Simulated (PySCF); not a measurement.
Core-level binding energies of thioacetic acid

Compound: thioacetic acid, C₂H₄OS.
Bonds: C1–C2, C2–O3, C2–S4 (double). Hydrogens: H5, H6, H7 on C1; H8 on O3.

The calculation used delta-SCF UKS SCAN, pcX-2 on the ionised atom, pcseg-1 elsewhere, spin-free X2C (PySCF). Binding energies are ΔSCF values: E(core-ionised, relaxed orbitals) − E(ground state) at a fixed geometry, referred to the vacuum level.

Question: What binding energy does each computed site have?

Answer: 
```tsv
atom(s)	environment	level	binding energy (eV)	above the level's lowest (eV)	count
S4	thiocarbonyl sulfur	S 1s	2476.38	0.00	1
O3	hydroxyl oxygen	O 1s	540.20	0.00	1
C2	thiocarbonyl carbon	C 1s	293.86	+2.34	1
C1	methyl carbon	C 1s	291.52	0.00	1
```

The listed C 1s values span 2.34 eV, from C1 (bonded to C and 3 H) to C2 (bonded to O, S (double bond) and C). Summing the Pauling electronegativity differences to the bonded atoms, each weighted by its formal bond order, gives -1.05 for the lowest site and +0.95 for the highest.

Question: What is the longest wavelength that can ionise C 1s of C1 vertically?

Answer: λ = hc/E = 12398.42 eV Å / 291.52 eV = 42.530 Å.

Not every level is listed. The unrestricted hole states depart most from a pure doublet (⟨S²⟩ = 0.75; over 0.85 named) for C 1s of C2 (0.96), which makes this value less certain. Isolated species at its PBE0-D3(BJ)/def2-SVP geometry (one conformer only).

The values belong to the conformer `[CH3:1][C:2]([OH:3])=[S:4]`: H–O3–C2–C1 180°.
